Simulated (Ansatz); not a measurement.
C₃H₆O₂, SMILES `C1COCO1`. The species carries charge 0 and has multiplicity 1.

```xyz
11

C     0.3156    0.6142    0.8273
C    -1.0325    0.2056    0.2001
O    -0.7182   -0.9255   -0.5890
C     0.6426   -0.7968   -0.8771
O     1.2449   -0.3051    0.2844
H     0.5849    1.6426    0.5592
H     0.3339    0.5154    1.9135
H    -1.7814   -0.0891    0.9359
H    -1.4419    1.0104   -0.4222
H     0.7943   -0.0951   -1.7171
H     1.0579   -1.7766   -1.1150
```

Question: Give the diagnostics of a CCSD(T)/def2-TZVPP run (frozen core, the Gaussian-basis code of Ansatz). (Estimate.)

Answer: The calculation gave: T1 = 0.0113, largest single amplitude 0.013, largest double 0.017, (T) share of the correlation energy 3.8 %, 9 CCSD cycles. The RHF solution is stable towards an unrestricted one. T1 lies under the customary mark of 0.02 for closed shells.
